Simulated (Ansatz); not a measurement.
# AlNH₃ (quartet): wave-function methods side by side, cc-pVDZ

How much of the correlation energy of AlNH₃ (quartet) does each wave-function method recover here?

Computed with Ansatz 0.2.0, Gaussian basis. Level: cc-pVDZ, correlated electrons: outside noble gas.

Plan: UHF; CCSD(T) on ROHF; CCSD(T) on UHF; BCCD(T) on ROHF; CISD; CCSDT(Q) on ROHF; CCSDT(Q) on UHF.

## (1) What is computed

The geometry is a PBE0/def2-TZVP stationary point (not a proven minimum) of the parent state, kept for this charge and spin.

5 atoms, charge 0, spin multiplicity 4.

Atoms are counted from 1 here; the program's logs count them from 0.

Bond lengths: Al1–N2 1.774 Å, Al1–H3 1.604 Å, N2–H4 1.009 Å, N2–H5 1.007 Å. Angles: N2–Al1–H3 115.8°, Al1–N2–H4 124.4°, Al1–N2–H5 125.4°, H4–N2–H5 110.2°.

In the tables R marks a restricted open-shell determinant and U an unrestricted one; correlation energies count from the lowest restricted Hartree-Fock solution.

## (2) UHF

The input, in.yaml:

```yaml
crystal:
  periodic: [false, false, false]
  atoms:
    - {symbol: Al, position_ang: [0.000000, -0.104009, 0.648758]}
    - {symbol: N, position_ang: [0.000000, 0.087527, -1.114734]}
    - {symbol: H, position_ang: [0.000000, 1.256470, 1.498750]}
    - {symbol: H, position_ang: [0.000000, 0.977077, -1.591329]}
    - {symbol: H, position_ang: [0.000000, -0.665655, -1.783277]}
basis:
  gaussian: {orbitals: cc-pVDZ}
magnetization: {spin_polarized: true, initial_magnetization: 3}
hamiltonian: {xc: hf}
output: {orbitals: {seedname: orbitals}}
```

Run with:

```sh
ansatz run in.yaml --threads 1 --pin off --events-out ev --progress --plain --max-ram 2393MiB
```

The runs that follow: CCSD(T) on ROHF; CCSD(T) on UHF; BCCD(T) on ROHF; CISD; CCSDT(Q) on ROHF; CCSDT(Q) on UHF.

Q: Predict the results of all the runs planned. Wanted: correlation energy, UCCSDT(Q); RMP2 from UCCSDT(Q); UMP2 from UCCSDT(Q); RCCSD from UCCSDT(Q); RCCSD(T) from UCCSDT(Q); UCCSD(T) from UCCSDT(Q); RCCSDT(Q) from UCCSDT(Q); T1 diagnostic.

As calculated:

```
                                      quantity                                                   value
                 correlation energy, UCCSDT(Q)                                              -6.0799 eV
                           RMP2 from UCCSDT(Q)                                              +979.9 meV
                           UMP2 from UCCSDT(Q)                                              +981.6 meV
                          RCCSD from UCCSDT(Q)                                              +139.0 meV
                       RCCSD(T) from UCCSDT(Q)                                               +28.1 meV
                       UCCSD(T) from UCCSDT(Q)                                               +27.3 meV
                      RCCSDT(Q) from UCCSDT(Q)                                                +1.0 meV
levels of the table within 1 kcal/mol (43 meV)  RCCSD(T), UCCSD(T), BCCD(T), RCCSDT, UCCSDT, RCCSDT(Q)
                                 T1 diagnostic                                                   0.017
```

**Reading.** RCCSD(T) lands +28.1 meV from the yardstick (0.5 % of the correlation energy). These misses are within one basis, not against nature; the frozen cores of restricted and unrestricted runs differ, which can shift their rows.
